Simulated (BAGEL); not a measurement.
# Two attempts at SiNH4 (SMILES N[SiH2])

Wanted: a single-point energy of SiNH4, CASCI(10 orbitals)/def2-SV(P) (density fitting with svp-jkfit, 2 roots).

The calculation is run with BAGEL 1.2.2.

3 further runs of the same task are left out: 3 set aside as unsound or not needed.

### 1 The structure to begin with

SiNH4 has 6 atoms, charge 0, and is taken as a doublet. SMILES: `N[SiH2]`. Geometry: relaxed at PBE0-D4/def2-TZVP. This is one conformer, not always the lowest.

Bond lengths: N1–Si2 1.725 Å, N1–H3 1.008 Å, N1–H4 1.008 Å, Si2–H5 1.493 Å, Si2–H6 1.493 Å. Angles: N1–Si2–H5 107.3°, N1–Si2–H6 107.3°, Si2–N1–H3 119.9°, Si2–N1–H4 119.9°, H5–Si2–H6 110.5°, H3–N1–H4 110.9°.

### 2 First attempt

File casci.json:

```json
{ "bagel" : [

{
  "title" : "molecule",
  "basis" : "def2-sv_p_.json",
  "df_basis" : "svp-jkfit",
  "angstrom" : false,
  "geometry" : [
    { "atom" : "N", "xyz" : [    -0.11772994,    -1.63177851,     0.03949528 ] },
    { "atom" : "Si", "xyz" : [     0.58090181,     1.54069371,     0.30537974 ] },
    { "atom" : "H", "xyz" : [     1.06769526,    -2.78904679,    -0.90026553 ] },
    { "atom" : "H", "xyz" : [    -0.95166608,    -2.54451623,     1.48834830 ] },
    { "atom" : "H", "xyz" : [     1.24230595,     2.47138383,    -2.27541923 ] },
    { "atom" : "H", "xyz" : [    -1.74157160,     2.83251049,     1.25534506 ] }
  ]
},

{ "title" : "hf", "charge" : 1 },

{ "title" : "fci", "nstate" : 2, "ncore" : 10, "nspin" : 1, "norb" : 10, "dipoles" : true, "maxiter" : 2 }

]}
```

The basis set def2-SV(P) is read from a file made from the Basis Set Exchange's data (not shown).

The run is started by

```bash
$ BAGEL_NUM_THREADS=1 BAGEL casci.json > casci.out
```

Log:

```text
* using 1 threads per process

  ===============================================================
  ===============================================================

  *** Geometry ***

  { "atom" : "N", "xyz" : [     -0.117730,     -1.631779,      0.039495 ] },
  { "atom" : "Si", "xyz" : [      0.580902,      1.540694,      0.305380 ] },
  { "atom" : "H", "xyz" : [      1.067695,     -2.789047,     -0.900266 ] },
  { "atom" : "H", "xyz" : [     -0.951666,     -2.544516,      1.488348 ] },
  { "atom" : "H", "xyz" : [      1.242306,      2.471384,     -2.275419 ] },
  { "atom" : "H", "xyz" : [     -1.741572,      2.832510,      1.255345 ] },

  Number of auxiliary basis functions:      277

  Since a DF basis is specified, we compute 2- and 3-index integrals:
    o Being stored without compression. Storage requirement is 0.004 GB

[... 18 lines left out ...]
    * SCF iteration converged.
[... 1 line left out ...]
    * Permanent dipole moment:
[... 25 lines left out ...]
     guess   0:   closed 11........           open ..1.......
     guess   1:   closed 11........           open ...1......

  === FCI iteration ===

      0  0      -345.50637652     1.66e-03      0.01
      0  1      -345.33473578     1.79e-03      0.00

      1  0      -345.52421777     3.96e-04      0.01
      1  1      -345.35635222     7.07e-04      0.00

     * ci vector, state   0, <S^2> = 0.7500
       22a.......     0.9868688861
       2a2.......     0.0760318894
       b2a.a.....     0.0559374772
       a2a.b.....    -0.0505824954

     * ci vector, state   1, <S^2> = 0.7500
       22.a......    -0.9812915334
       2ab..a....    -0.0710009567
       2.2a......     0.0699191877
       2ba..a....    -0.0696064730
       2a2.......     0.0612808847

    * Permanent dipole moment: state 0
           (    0.011533,     0.822579,    -0.074373) a.u.

    * Permanent dipole moment: state 1
           (   -0.291165,     0.327893,    -0.279650) a.u.

    * Permanent dipole moment: states 1 0
           (   -0.143345,     0.595246,    -0.181815) a.u.

    * METHOD: FCI                                  0.05

  ===============================================================
```

Wall time 0.41 s (1 thread of Arm Neoverse V1, shared host); peak memory 0.14 GiB.

### 3 Diagnosis

The iterations ended before the threshold was met.

The cause is that the iteration cap is too low for convergence. To mend it: iteration cap at its default in place of 2.

### 4 Try two

File input.json:

```json
{ "bagel" : [

{
  "title" : "molecule",
  "basis" : "def2-sv_p_.json",
  "df_basis" : "svp-jkfit",
  "geometry" : [
    { "atom" : "N", "xyz" : [    -0.11772994,    -1.63177851,     0.03949528 ] },
    { "atom" : "Si", "xyz" : [     0.58090181,     1.54069371,     0.30537974 ] },
    { "atom" : "H", "xyz" : [     1.06769526,    -2.78904679,    -0.90026553 ] },
    { "atom" : "H", "xyz" : [    -0.95166608,    -2.54451623,     1.48834830 ] },
    { "atom" : "H", "xyz" : [     1.24230595,     2.47138383,    -2.27541923 ] },
    { "atom" : "H", "xyz" : [    -1.74157160,     2.83251049,     1.25534506 ] }
  ]
},

{
  "title" : "hf",
  "charge" : 1
},

{
  "title" : "fci",
  "nstate" : 2,
  "ncore" : 10,
  "nspin" : 1,
  "norb" : 10,
  "dipoles" : "true"
}

]}
```

The basis set def2-SV(P) is read from a file made from the Basis Set Exchange's data (not shown).

The run is started by

```bash
$ BAGEL_NUM_THREADS=1 BAGEL input.json > input.out
```

Log:

```text
* using 1 threads per process

  ===============================================================
  ===============================================================

  *** Geometry ***

  { "atom" : "N", "xyz" : [     -0.117730,     -1.631779,      0.039495 ] },
  { "atom" : "Si", "xyz" : [      0.580902,      1.540694,      0.305380 ] },
  { "atom" : "H", "xyz" : [      1.067695,     -2.789047,     -0.900266 ] },
  { "atom" : "H", "xyz" : [     -0.951666,     -2.544516,      1.488348 ] },
  { "atom" : "H", "xyz" : [      1.242306,      2.471384,     -2.275419 ] },
  { "atom" : "H", "xyz" : [     -1.741572,      2.832510,      1.255345 ] },

  Number of auxiliary basis functions:      277

  Since a DF basis is specified, we compute 2- and 3-index integrals:
    o Being stored without compression. Storage requirement is 0.004 GB

[... 18 lines left out ...]
    * SCF iteration converged.
[... 1 line left out ...]
    * Permanent dipole moment:
[... 33 lines left out ...]
[... 46 lines of this table left out ...]
     16  1 *    -345.36310290     8.74e-11      0.00

     * ci vector, state   0, <S^2> = 0.7500
       22a.......    -0.9859186104
       2a2.......    -0.0757505439
       b2a.a.....    -0.0553569352
       a2a......b     0.0553186885
       b2a......a    -0.0522344332

     * ci vector, state   1, <S^2> = 0.7500
       22.a......     0.9511518286
       2.2a......    -0.1179958870
       2ab..a....     0.0951568801
       22...a....    -0.0922757257
       2a2.......    -0.0876337534
       2aba......    -0.0862868159
       2baa......    -0.0859339961
       2ba..a....     0.0833356526
       22....a...    -0.0626999977
       2ab...a...     0.0584291394
       2.2..a....     0.0515071793

    * Permanent dipole moment: state 0
           (    0.006998,     0.825672,    -0.078546) a.u.

    * Permanent dipole moment: state 1
           (   -0.158808,     0.178241,    -0.152438) a.u.

    * Permanent dipole moment: states 1 0
           (   -0.126143,     0.523430,    -0.159945) a.u.

    * METHOD: FCI                                  0.13

  ===============================================================
```

Run time: 0.48 s. Hardware: 1 thread of Arm Neoverse V1, shared host; peak memory 0.14 GiB.

### 5 Results

Level: CASCI(10 orbitals)/def2-SV(P) (density fitting with svp-jkfit, 2 roots).

| quantity | value |
| --- | --- |
| energy of the lowest of 2 roots | -345.52507 Eh |
| dipole moment (lowest root) | 2.11 D |
| lowest excitation energy | 4.41 eV |
